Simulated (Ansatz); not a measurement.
```yaml
crystal:
  periodic: [false, false, false]
  atoms:
    - {symbol: Al, position_ang: [-0.618697, -0.005261, -0.000809]}
    - {symbol: F, position_ang: [1.023344, 0.008702, 0.001337]}
    - {symbol: H, position_ang: [-1.374769, 1.322438, -0.004514]}
    - {symbol: H, position_ang: [-1.352088, -1.345626, 0.000950]}
basis:
  gaussian: {orbitals: def2-TZVP}
hamiltonian: {xc: pbe0}
relax: {f_tol: 0.004, max_steps: 80}
```

```sh
$ ansatz run in.yaml --threads 1 --pin off --events-out ev --progress --plain --max-ram 2176MiB
```

Steps of the relaxation (energy above the last step; positions in Å, forces in eV/Å):

```
4
step 1, 44.3 meV
Al   -0.619   -0.005   -0.001    0.267    0.002    0.000
F     1.023    0.009    0.001    0.219    0.002    0.000
H    -1.375    1.322   -0.005   -0.249    0.730   -0.002
H    -1.352   -1.346    0.001   -0.236   -0.734    0.001
```

```
4
step 2, 2.4 meV
Al   -0.629   -0.005   -0.001   -0.058    0.000    0.000
F     1.015    0.009    0.001    0.136    0.001    0.000
H    -1.366    1.376   -0.005   -0.040    0.151    0.000
H    -1.342   -1.399    0.001   -0.038   -0.152    0.000
```

```
4
step 3, 0.1 meV
Al   -0.635   -0.005   -0.001   -0.062   -0.001    0.000
F     1.012    0.009    0.001    0.064    0.001    0.000
H    -1.361    1.393   -0.005   -0.001   -0.005    0.000
H    -1.338   -1.416    0.001   -0.001    0.005    0.000
```

```
4
step 5, 0.0 meV
Al   -0.636   -0.005   -0.001   -0.001    0.000    0.000
F     1.014    0.009    0.001    0.000    0.000    0.000
H    -1.362    1.393   -0.005    0.000    0.000    0.000
H    -1.339   -1.416    0.001    0.000    0.000    0.000
```

Close pairs at the end: Al1–H3 1.576 Å, Al1–H4 1.576 Å, Al1–F2 1.650 Å.

A stationary point of restricted PBE0 after 5 steps (its stability towards spin polarisation wasn't tested); no frequencies were run, so it isn't proven a minimum. 6.5 s on 1 thread of Arm Neoverse V1, shared host.
